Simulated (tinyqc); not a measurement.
Inside a calculation. Method: RKS/LDA (VWN5) in the sto-3g basis, for H2F+, spin multiplicity 1. One step of it, computed by the program tinyqc.

Task: Iteration 1: diagonalisation and new density. A level shift of 1 hartree raises the virtual space: F + shift (S - S D(s) S), with D(s) the density of one spin (D/2). Diagonalise F' = X^T F X, C = X C', fill 5 alpha and 5 beta electrons from the bottom; D = 2 C_occ C_occ^T. Each column has its largest component positive (the first on a tie).

Kohn-Sham matrix F (hartree), lower triangle:
```
             1F 1s      1F 2s     1F 2px     1F 2py     1F 2pz      2H 1s      3H 1s
1F 1s   -26.195521
1F 2s    -6.641566  -3.676870
1F 2px    0.009170   0.008276  -1.390728
1F 2py   -0.020596  -0.061684   0.029185  -1.387056
1F 2pz    0.007273   0.013644   0.017687   0.005914  -1.339174
2H 1s    -0.901795  -0.921402   0.006177  -0.420276  -0.222266  -0.699116
3H 1s    -0.956049  -0.950020  -0.002394   0.402545  -0.226355  -0.245148  -0.693073
```

X:
```
                1          2          3         4          5          6          7
1F 1s   -0.399324  -0.053330   0.702019  0.000000  -0.603634   0.007908   0.216084
1F 2s    1.003578   0.108606  -0.201213  0.000000  -0.244929   0.010271   0.484880
1F 2px   0.000000   0.000000   0.000000  1.000000   0.000000   0.000000   0.000000
1F 2py  -0.102123   0.836746   0.002471  0.000000  -0.000898   0.679463  -0.011542
1F 2pz   0.330676   0.034257   0.685119  0.000000   0.661995   0.003218   0.165090
2H 1s   -0.498401  -0.783863  -0.221279  0.000000   0.184623   0.404723   0.376053
3H 1s   -0.682628   0.654597  -0.213412  0.000000   0.179045  -0.385113   0.393585
```

D at the start, lower triangle:
```
            1F 1s      1F 2s    1F 2px     1F 2py     1F 2pz      2H 1s     3H 1s
1F 1s    1.837543
1F 2s   -0.513340   1.993807
1F 2px   0.638885  -0.174210  0.616190
1F 2py  -0.238878  -0.434220  0.517746   1.821091
1F 2pz  -0.170570   0.395327  0.298041  -0.031725   2.003565
2H 1s    0.011649   0.044401  0.237272  -0.197739  -0.514779   1.507235
3H 1s    0.098287  -0.122582  0.062867   1.177975  -0.480345  -1.062737  1.788830
```

overlap S, lower triangle:
```
           1F 1s     1F 2s    1F 2px     1F 2py    1F 2pz     2H 1s     3H 1s
1F 1s   1.000000
1F 2s   0.237990  1.000000
1F 2px  0.000000  0.000000  1.000000
1F 2py  0.000000  0.000000  0.000000   1.000000
1F 2pz  0.000000  0.000000  0.000000   0.000000  1.000000
2H 1s   0.031964  0.336352  0.000000   0.247298  0.137416  1.000000
3H 1s   0.033942  0.350577  0.000000  -0.255388  0.141973  0.140161  1.000000
```

Give: F' = X^T F X; orbital energies; coefficients C; D after iteration 1.

Result:

F' = X^T F X (hartree), lower triangle:
```
         1        2         3        4         5        6        7
1  -1.3971
2  -0.0544  -0.3897
3   3.3471   0.5649  -11.2361
4   0.1424  -0.0508   -0.2678  -0.6988
5  -3.4240  -0.6128   10.1522   0.0539  -11.6787
6   0.2022  -0.2765   -0.0192  -0.2529    0.0199  -1.0213
7   0.7185   0.0604   -5.7131  -0.1641    6.2980  -0.1857  -4.6573
```

orbital energies (hartree): MO1 -26.0642, MO2 -2.1022, MO3 -1.3437, MO4 -1.2250, MO5 -0.5536, MO6 -0.2735, MO7 0.4833

coefficients C:
```
            MO1      MO2      MO3      MO4      MO5      MO6      MO7
1F 1s    0.9952  -0.2583   0.0141  -0.0191  -0.0210   0.0091   0.0892
1F 2s    0.0196   1.0058  -0.0688   0.1178   0.0288  -0.0707  -0.5641
1F 2px   0.0115  -0.0200   0.4247  -0.0931   0.8936   0.0821  -0.0712
1F 2py  -0.0052   0.0356   0.6616  -0.5351  -0.4284   0.4761  -0.1920
1F 2pz  -0.0014   0.0160   0.5596   0.8317  -0.1808  -0.0447  -0.0748
2H 1s   -0.0029   0.0291   0.1132  -0.2227   0.0554  -0.7429   0.7955
3H 1s   -0.0014   0.0318  -0.0105  -0.0920  -0.0314   0.8926   0.6840
```

D after iteration 1, lower triangle:
```
          1F 1s    1F 2s   1F 2px  1F 2py   1F 2pz   2H 1s   3H 1s
1F 1s    2.1164
1F 2s   -0.4883   2.0629
1F 2px   0.0112  -0.0687   1.9764
1F 2py   0.0282  -0.1704  -0.1056  1.8178
1F 2pz  -0.0195   0.1407  -0.0033  0.0064   2.0756
2H 1s   -0.0114  -0.0064   0.2354  0.3427  -0.2628  0.1326
3H 1s   -0.0147   0.0419  -0.0492  0.1138  -0.1524  0.0370  0.0212
```
